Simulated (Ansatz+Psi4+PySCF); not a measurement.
The numbers below are computed, except where a source is named.
## Psi4 1.11 run

```
molecule {
0 3
N 0.000000 0.000000 0.129930
H 0.000000 0.000000 -1.948930
}

set basis cc-pVTZ
set reference rohf
set scf_type pk
set mp2_type conv
set cc_type conv
set num_frozen_docc 1
energy('mp2')
```

The input is written out from the run's settings. Correlation on restricted open-shell orbitals is semicanonical, with singles.

Results

```
Converged                                                          : yes
Reference energy                                                   : -54.78852 hartree
Correlation energy                                                 : -0.17128 hartree
Total energy                                                       : -54.95980 hartree
Spin squared of the determinant                                    : 2.000
Occupied orbitals by symmetry in an Abelian subgroup (alpha; beta) : 3 A1 1 B1 1 B2; 3 A1
```

Caution: large amplitudes, a single reference is doubtful; an unrestricted determinant lies well below.
